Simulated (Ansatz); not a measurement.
Cost and result for the atomization energy of CH3NO, SMILES `CN=O` (6 atoms, 5 bonds).

Charge 0, multiplicity 1. The geometry is a stationary point of PBE0-D4/def2-TZVP. Program: Ansatz. All runs use 4 threads of an Arm Neoverse V2 on a shared host. Times are those of one run each, without the atoms' runs, and a repeat can differ threefold. Electronic energies, without spin–orbit coupling; frozen cores. CCSD(T)/CBS extrapolates def2-TZVPP and def2-QZVPP, and its time is that of the two runs behind it. T1 = 0.015; the RHF reference is unstable towards UHF. B3LYP takes the VWN-RPA correlation (the form of Gaussian; ORCA's B3LYP/G). HSE06 is the plane-wave form, built on full-range PBE exchange.

CCSD(T)/CBS is a level of theory with its own doubt, some kJ/mol a heavy atom from the limit and from the frozen cores, so smaller differences don't rank the functionals.

| level | functions | wall time |
| --- | --- | --- |
| LDA (SPW92)/def2-TZVPP | 135 | 0.3 s |
| CCSD(T)/def2-SVP | 57 | 0.4 s |
| BHLYP-D4/def2-TZVPP | 135 | 0.55 s |
| B3LYP-D4/def2-TZVPP (with forces) | 135 | 0.6 s |
| HSE06-D4/def2-TZVPP | 135 | 0.6 s |
| CAM-B3LYP-D4/def2-TZVPP | 135 | 0.6 s |
| PBE-QIDH/def2-TZVPP | 135 | 0.9 s |
| B2PLYP/def2-TZVPP | 135 | 1 s |
| r2SCAN-D4/def2-TZVPP (with forces) | 135 | 1.1 s |
| ωB97M-V/def2-TZVPP (with forces) | 135 | 1.9 s |
| CCSD(T)/def2-TZVPP | 135 | 4.1 s |
| CCSD(T)/def2-QZVPP | 261 | 57 s |
| CCSD(T)/CBS(def2) | – | 61 s |

**Question.** What atomization energy does each give, and how far from CCSD(T)/CBS? (An estimate is asked.)

**Answer.** The calculation gave: 
```json
{"level": "LDA (SPW92)/def2-TZVPP", "atomization (kJ/mol)": "2519.0", "difference from CCSD(T)/CBS": "417.7", "per bond": "83.5"}
{"level": "CCSD(T)/def2-SVP", "atomization (kJ/mol)": "1970.9", "difference from CCSD(T)/CBS": "-130.4", "per bond": "-26.1"}
{"level": "BHLYP-D4/def2-TZVPP", "atomization (kJ/mol)": "1985.9", "difference from CCSD(T)/CBS": "-115.4", "per bond": "-23.1"}
{"level": "B3LYP-D4/def2-TZVPP (with forces)", "atomization (kJ/mol)": "2119.4", "difference from CCSD(T)/CBS": "18.1", "per bond": "3.6"}
{"level": "HSE06-D4/def2-TZVPP", "atomization (kJ/mol)": "2116.4", "difference from CCSD(T)/CBS": "15.1", "per bond": "3.0"}
{"level": "CAM-B3LYP-D4/def2-TZVPP", "atomization (kJ/mol)": "2123.2", "difference from CCSD(T)/CBS": "21.9", "per bond": "4.4"}
{"level": "PBE-QIDH/def2-TZVPP", "atomization (kJ/mol)": "2064.4", "difference from CCSD(T)/CBS": "-36.9", "per bond": "-7.4"}
{"level": "B2PLYP/def2-TZVPP", "atomization (kJ/mol)": "2090.1", "difference from CCSD(T)/CBS": "-11.2", "per bond": "-2.2"}
{"level": "r2SCAN-D4/def2-TZVPP (with forces)", "atomization (kJ/mol)": "2102.9", "difference from CCSD(T)/CBS": "1.6", "per bond": "0.3"}
{"level": "ωB97M-V/def2-TZVPP (with forces)", "atomization (kJ/mol)": "2119.0", "difference from CCSD(T)/CBS": "17.7", "per bond": "3.5"}
{"level": "CCSD(T)/def2-TZVPP", "atomization (kJ/mol)": "2034.0", "difference from CCSD(T)/CBS": "-67.3", "per bond": "-13.5"}
{"level": "CCSD(T)/def2-QZVPP", "atomization (kJ/mol)": "2074.2", "difference from CCSD(T)/CBS": "-27.1", "per bond": "-5.4"}
{"level": "CCSD(T)/CBS(def2)", "atomization (kJ/mol)": "2101.3", "difference from CCSD(T)/CBS": "0.0", "per bond": "0.0"}
```

From r2SCAN to r2SCAN0 (25 % exact exchange), in def2-TZVPP and without D4, the atomization energy moves by −75.2 kJ/mol: exact exchange takes away binding that semilocal exchange gives to molecules. The D4 term adds +9.1 kJ/mol with B3LYP and +4.6 kJ/mol with PBE0; it sums over pairs of atoms, weighted by their polarisabilities, and B3LYP, whose exchange is more repulsive, gets the larger term. In def2-TZVPP, CCSD(T) changes the Hartree–Fock value by +744.0 kJ/mol (the triples alone add +52.0 kJ/mol) and MP2 by +787.0 kJ/mol; breaking electron pairs costs correlation energy, which Hartree–Fock lacks.
